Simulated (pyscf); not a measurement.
Structures and frequencies: ωB97X-D3(BJ)/def2-SVP in PySCF. MP2 and CC: frozen core, UHF for open shells. ΔMP2 is the change of the MP2 total energy from the triple- to the quadruple-zeta basis.

**Question.** Estimate the classical barrier height and the reaction energy of H₂C=O (SMILES C=O) + CH₃• (SMILES [CH3]) → •H₂C–O–CH₃ (SMILES [CH2]OC) at CCSD(T)/def2-TZVPP + ΔMP2(QZVPP). The step runs on the doublet surface, breaks none and forms C–O; take the separated reactants as zero.

**Answer.** ΔE‡ = 73.8 kJ/mol, ΔE = -52.6 kJ/mol. Zero-point energy shifts the barrier by +10.5 kJ/mol. It is an addition, with an imaginary mode of 705i cm⁻¹. •H₂C–O–CH₃ lies 53.8 kJ/mol over its isomer H₃C–CH•–OH (electronic energy, ωB97M-D3(BJ)). One saddle was located; it need not be the lowest between these sides. The CCSD(T) − MP2 part came from Ansatz, without density fitting, on the same reference. A UHF reference is spin-contaminated (<S²> up to 1.01), which harms MP2 most.
